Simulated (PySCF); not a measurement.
Level of theory: ωB97X-D3(BJ)/def2-TZVP // B3LYP-D3(BJ)/def2-TZVP (PySCF). All species are isolated molecules in the gas phase. Excitations are Tamm–Dancoff values on a coarser integration grid. The basis has no diffuse functions, so Rydberg states are missing or too high.

Reference species (SMILES): `[CH3][Al]([Cl])[Cl]` (neutral, multiplicity 1).

```json
{
  "S1 excitation (TDA)": "6.94 eV",
  "S1 oscillator strength": "0.009"
}
```

Changed species: `[Cl][Al]([Cl])[Cl]` (0 of 3 Cl replaced by CH3; the reference has 1 of 3 Cl replaced by CH3).

Question: What does the change do to the S1 excitation (TDA) and S1 oscillator strength?

Answer: the S1 excitation (TDA) rises by 0.35 eV, to 7.29 eV; the S1 oscillator strength stays essentially unchanged.
